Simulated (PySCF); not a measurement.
**Worked example for dimethyl ether: deprotonation at atom C1**

Structure: `COC` (C2H6O). Numbering: `[CH3:1][O:2][CH3:3]`

Energies: ωB97X-D3(BJ)/ma-def2-TZVP (PySCF, density fitting, integration grid level 2) on PBE0-D3(BJ)/ma-def2-SVP structures. The prefix ma- adds one diffuse s and one diffuse p function on all atoms but H. Thermal corrections: PBE0-D3(BJ)/ma-def2-SVP frequencies, unscaled, ideal gas at 298.15 K and 1 bar, quasi-RRHO entropy.

Step: `COC` → `[CH2-]OC` + H⁺.

| species | charge | multiplicity | E / Eh |
| --- | --- | --- | --- |
| `COC` | 0 | 1 | -155.146618 |
| `[CH2-]OC` | -1 | 1 | -154.470587 |

Thermal terms, products less reactant: Δ(H − E) = -37.03 kJ/mol, Δ(G − E) = -72.39 kJ/mol (the bare proton has no electronic energy, H = 5/2 RT). 1 Eh = 2625.50 kJ/mol.

**Question.** What are ΔE, ΔH and ΔG of this step?

**Answer.** ΔE = 0.676031 Eh = 1774.92 kJ/mol; ΔH = 1737.9 kJ/mol; ΔG = 1702.5 kJ/mol, all in the gas phase at 298.15 K and 1 bar. The digits show the arithmetic; the method itself can be off by 10 kJ/mol or more.
